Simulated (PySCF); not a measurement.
C2H4O2, SMILES CC(=O)O (connectivity only; charge and spin as stated), charge +1, multiplicity 2.

Coordinates come from a B3LYP-D3(BJ)/def2-SVP optimisation. The multiplicity is an assumed one; other spin states were not compared. Other conformers were not sampled.

Computed with PBE/def2-TZVPD (PySCF).

The molecule is in vacuum.

total energy: -228.55067 hartree
point group: Cs
α spin, highest occupied and lowest empty level: -15.86 and -8.75 eV
β spin, highest occupied and lowest empty level: -15.67 and -13.93 eV
dipole moment about the centre of nuclear charge: 0.84 D
mean static polarisability: 32.9 bohr³ (4.88 Å³)
polarisability, principal values: 22.6, 33.3, 42.9 bohr³
⟨S²⟩: 0.753 (pure state 0.75)
